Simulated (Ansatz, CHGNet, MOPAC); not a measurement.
# Equilibrium lattice constant a of zinc-blende GaSb: levels of theory against measurement

Reference value: 6.096 Å (measured, 300 K, no zero-point or thermal correction; as tabulated in Vurgaftman et al. (2001), doi:10.1063/1.1368156).

| level (code) | value (Å) | difference (%) |
|---|---|---|
| PM6 semi-empirical Hartree-Fock (MOPAC) (MOPAC) | 5.717 | -6.22 |
| CHGNet 0.3.0 (CHGNet) | 6.214 | +1.94 |
| LDA (Ansatz) | 6.048 | -0.79 |
| PBE (Ansatz) | 6.214 | +1.94 |
| PBE-D3(BJ) (Ansatz) | 6.129 | +0.54 |
| r²SCAN+rVV10 (Ansatz) | 6.105 | +0.15 |
| HSE06 (Ansatz) | 6.139 | +0.71 |

The reference is not for a static lattice or low temperature, so close values are not ranked against it. Off by more than 1.25 % (a bound picked here): PM6 semi-empirical Hartree-Fock (MOPAC) (-6.22 %), CHGNet 0.3.0 (+1.94 %), PBE (+1.94 %).

The measured value isn't corrected to a static lattice, so vibrations enter the comparison. A static lattice is as a rule a little smaller than the measured one.  PM6 semi-empirical Hartree-Fock (MOPAC): the method was fitted mainly to molecules. PM6 semi-empirical Hartree-Fock (MOPAC): the run uses a supercell at the zone centre in place of a k mesh. Cutoffs and k meshes differ between the levels. Ansatz's density-functional and Hartree–Fock values are scalar-relativistic unless marked +SOC, with PAW data made under PBE.

Machine-learned potentials (CHGNet 0.3.0) are trained on DFT data, which may include these solids.

Differences are worked out from the printed values.

Ansatz is a first-principles code.
